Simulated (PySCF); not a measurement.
Isomers of C2H3N, one conformer each. Method used: core-valence-separated Tamm–Dancoff BHandHLYP/aug-pcX-1 (pcseg-1 on H) in PySCF, non-relativistic, gas phase, PBE0-D3(BJ)/def2-SVP geometry. BHandHLYP without relativity tends to put these K edges a few eV too low, so spacings mean more than positions.

P. `CC#N`
Q. `[C-]#[N+]C`
R. `C=C=N`

Main lines, eV (oscillator strength):
1. C K: 284.1 (0.129), 286.8 (0.042), 288.1 (0.025); N K: 397.4 (0.127)
2. C K: 283.5 (0.076), 284.0 (0.048), 284.9 (0.076), 286.8 (0.030), 287.4 (0.011); N K: 397.2 (0.054), 400.0 (0.010), 400.6 (0.017), 402.2 (0.013), 402.6 (0.007)
3. C K: 283.2 (0.160), 287.4 (0.053), 288.2 (0.027); N K: 398.8 (0.093), 402.4 (0.009)
Listed: the first five lines at most of each edge with a tenth or more of its strongest line's intensity; roots within 0.03 eV on the same or equivalent atoms are summed. Only the lowest roots were sought, and the top ones are left out.

Question: Which spectrum belongs to which isomer?

Answer: 1 = P, 2 = R, 3 = Q.
- P: first C line listed at 284.1 eV, hole on the nitrile carbon (1s→π*); first N line listed at 397.4 eV, hole on the nitrile nitrogen (1s→π*).
- Q: first C line listed at 283.2 eV, hole on the isocyanide carbon (1s→π*); first N line listed at 398.8 eV, hole on the isocyanide nitrogen (1s→π*).
- R: first C line listed at 283.5 eV, hole on the central carbon of cumulated double bonds; first N line listed at 397.2 eV, hole on the nitrogen bonded to C and H.

Question: What are the ground-state energies of the isomers at BHandHLYP/aug-pcX-1 (pcseg-1 on H), relative to the lowest?

Answer: P 0.0, Q 96.3, R 111.1 kJ/mol (electronic energies on these geometries, no dispersion or zero-point terms).
